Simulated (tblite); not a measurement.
Species: C4H8N2 (charge +1 and doublet state).
Z-matrix (Å and degrees, GFN2-xTB geometry), rows numbered from 1:
```
N 
C   1  1.1408
C   2  1.4400  1  174.51
C   3  1.5273  2  110.92  1    30.23
C   4  1.5293  3  112.38  2   -59.34
N   5  1.3944  4  114.21  3   175.81
H   3  1.0942  2  107.55  1   150.79
H   3  1.0940  2  107.97  1   -92.35
H   4  1.0949  3  108.43  2  -178.95
H   4  1.0932  3  109.84  2    63.88
H   5  1.0998  4  112.60  3   -58.27
H   5  1.1175  4  105.65  3    54.74
H   6  1.0095  5  120.86  4   -29.40
H   6  1.0085  5  121.05  4   157.52
```

Computed with GFN2-xTB (tblite): harmonic, unscaled wavenumbers at the GFN2-xTB geometry, gas phase. This tight-binding method is rough: wavenumbers can miss measured ones by several per cent, in bad cases by 10 to 20. One conformer, not necessarily the lowest. Open shells enter through the occupations alone, without spin polarisation, and single modes of such species can be off by tens of per cent.

Harmonic wavenumbers (cm⁻¹): 74.3, 92.3, 156.9, 185.9, 284.1, 365.4, 369.1, 409.5, 563.5, 714.3, 828.9, 892.0, 920.6, 987.3, 1025.0, 1075.4, 1102.1, 1137.2, 1162.8, 1209.2, 1264.5, 1275.3, 1314.7, 1332.3, 1386.8, 1408.7, 1423.1, 2403.9, 2654.0, 2897.7, 2950.2, 2963.7, 2972.2, 2985.7, 3418.9, 3479.6.

A = 7350, B = 1955, C = 1659 MHz; mass 84.069 u (most abundant isotopes); point group C1, symmetry number 1; spin multiplicity 2.

Problem. What is the zero-point energy?

Solution. Half the sum of the wavenumbers: 24844 cm⁻¹ = 71.03 kcal/mol.

Problem. What is S at 500 K and 1 bar for an ideal gas of classical rigid rotors and harmonic oscillators?

Solution. Translation 41.80, rotation 28.54, vibration 32.65, spin (R ln 2) 1.38: S = 104.4 cal/(mol K).

Problem. And Cp and H(500 K) − H(0)?

Solution. Cp = 40.97 cal/(mol K), of which vibrations give 33.02 (their classical limit is 36 R = 71.5); H(500 K) − H(0) = 12.48 kcal/mol without the zero-point energy, 8.51 from vibrations.

Problem. Which modes carry the vibrational entropy at 500 K?

Solution. 74.3 cm⁻¹: 5.06; 92.3 cm⁻¹: 4.63; 156.9 cm⁻¹: 3.58; 185.9 cm⁻¹: 3.25; 284.1 cm⁻¹: 2.44; 365.4 cm⁻¹: 1.98 cal/(mol K); the other 30 give 11.71 together.

Problem. How do the functions run with temperature in this model?

Solution. 
```tsv
T (K)	S (cal/(mol K))	Cp (cal/(mol K))	H − H(0) (kcal/mol)	G − H(0) (kcal/mol)	ln q(vib)
50	55.0	11.2	0.45	-2.29	0.21
100	64.1	15.3	1.12	-5.28	0.94
298.15	86.6	28.3	5.44	-20.39	4.39
373.15	93.5	33.4	7.75	-27.14	5.69
750	123.2	51.8	24.17	-68.22	12.06
1000	139.1	59.0	38.07	-101.06	15.99
```

q(vib) and H(0) count from the zero-point level.

Hindered rotation and anharmonicity are outside this model. Other conformers, if any are populated, would add a mixing term that is left out. The structure is chiral; the term R ln 2 for an equal mix with its mirror image is left out.
